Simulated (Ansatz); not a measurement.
BeH$_{3}$⁺, singlet: reading a ladder of total energies

Geometry: a point of a stretch scan, not a stationary point.

```json
{"atom": "Be", "x (Å)": "0.0000", "y (Å)": "0.0000", "z (Å)": "0.0962"}
{"atom": "H", "x (Å)": "0.0000", "y (Å)": "0.3904", "z (Å)": "-1.5400"}
{"atom": "H", "x (Å)": "0.0000", "y (Å)": "0.0000", "z (Å)": "2.2202"}
{"atom": "H", "x (Å)": "0.0000", "y (Å)": "-0.3904", "z (Å)": "-1.5400"}
```

Basis cc-pVTZ; Ansatz 0.2.0. Correlated methods freeze the noble-gas cores, which leaves 4 electrons in 71 orbitals. Prefix R: restricted or restricted open-shell reference.

Full CI is exact within this basis and frozen core; it isn't the basis-set limit.

RHF is unstable: UHF (⟨S²⟩ = 0.51) lies 0.28 eV below the lowest RHF solution. Higher spins weren't run at this geometry and may lie near or lower.

RCCSD has a T1 diagnostic of 0.019 and a largest doubles amplitude of 0.19.

Runs differ by some tens of microhartree through their thresholds, so steps under 0.03 kcal/mol mean nothing.

```csv
level,total energy (hartree)
RHF,-15.931715
RMP2,-16.000297
RCCSD,-16.024452
RCCSD(T),-16.025207
RCCSDT,-16.025383
RCCSDT(Q),-16.025405
full CI,-16.025409
```

What is the correlation energy at full CI, and what share of it do RMP2 and RCCSD(T) recover?

E(corr) = -16.025409 − (-15.931715) = -0.093694 hartree = -2.550 eV. RMP2: -0.068582 / -0.093694 = 73.20 %. RCCSD(T): -0.093492 / -0.093694 = 99.78 %.

By how many kcal/mol does RCCSD(T) miss full CI (1 hartree = 627.509 kcal/mol), and which steps make up the rest?

-16.025207 − (-16.025409) = 0.000202 hartree = 0.13 kcal/mol. Steps: RCCSDT − RCCSD(T) = -0.11, RCCSDT(Q) − RCCSDT = -0.01, full CI − RCCSDT(Q) = 0.00 kcal/mol. That is within 1 kcal/mol of the reference in this basis, which itself misses far more of the correlation at the basis-set limit.
